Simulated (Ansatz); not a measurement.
# Si2F (quartet): the correlation ladder, cc-pVDZ

How much of the correlation energy of Si2F (quartet) does each wave-function method recover here?

The runs use Ansatz 0.2.0, Gaussian basis; cc-pVDZ, core rule «outside noble gas», up to 11 orbitals frozen.

The runs, in order: UHF; CCSD(T) on ROHF; CCSD(T) on UHF; BCCD(T) on ROHF; CISD; CCSDT(Q) on ROHF; CCSDT(Q) on UHF.

31 further runs of the same task are left out: 10 for a known fault of the program, 10 that didn't finish, 11 set aside as unsound or not needed.

### 1 The geometry

The geometry is a PBE0/def2-TZVP stationary point (not a proven minimum).

3 atoms, charge 0, spin multiplicity 4.

Atoms are counted from 1 here; the program's logs count them from 0.

Bond lengths: F1–Si2 1.608 Å, Si2–Si3 2.332 Å. Angles: F1–Si2–Si3 112.2°.

### 2 UHF

File in.yaml:

```yaml
crystal:
  periodic: [false, false, false]
  atoms:
    - {symbol: F, position_ang: [0.000000, -0.606197, 1.621189]}
    - {symbol: Si, position_ang: [0.000000, 0.594494, 0.550881]}
    - {symbol: Si, position_ang: [0.000000, -0.184433, -1.647532]}
basis:
  gaussian: {orbitals: cc-pVDZ}
magnetization: {spin_polarized: true, initial_magnetization: 3}
hamiltonian: {xc: hf}
output: {orbitals: {seedname: orbitals}}
```

Run with:

```sh
$ ansatz run in.yaml --threads 1 --pin off --events-out ev --progress --plain --max-ram 2393MiB
```

Further steps of the session: CCSD(T) on ROHF; CCSD(T) on UHF; BCCD(T) on ROHF; CISD; CCSDT(Q) on ROHF; CCSDT(Q) on UHF.

Q: Predict the results of all the runs planned. Wanted: UCCSDT(Q) below the RHF energy; RMP2 from UCCSDT(Q); UMP2 from UCCSDT(Q); RCCSD from UCCSDT(Q); RCCSD(T) from UCCSDT(Q); UCCSD(T) from UCCSDT(Q); RCCSDT(Q) from UCCSDT(Q); T1 diagnostic.

As calculated:

```
                         quantity                      value
   UCCSDT(Q) below the RHF energy                 -9.9246 eV
              RMP2 from UCCSDT(Q)                +1092.8 meV
              UMP2 from UCCSDT(Q)                +1151.2 meV
             RCCSD from UCCSDT(Q)                 +368.4 meV
          RCCSD(T) from UCCSDT(Q)                  +74.7 meV
          UCCSD(T) from UCCSDT(Q)                  +75.9 meV
         RCCSDT(Q) from UCCSDT(Q)                   +3.9 meV
levels within 1 kcal/mol (43 meV)  RCCSDT, UCCSDT, RCCSDT(Q)
                    T1 diagnostic                      0.022
```

**Reading.** RCCSD(T) lands +74.7 meV from the yardstick (0.8 % of the correlation energy). These misses are within one basis, not against nature; the frozen cores of restricted and unrestricted runs differ, which can shift their rows.
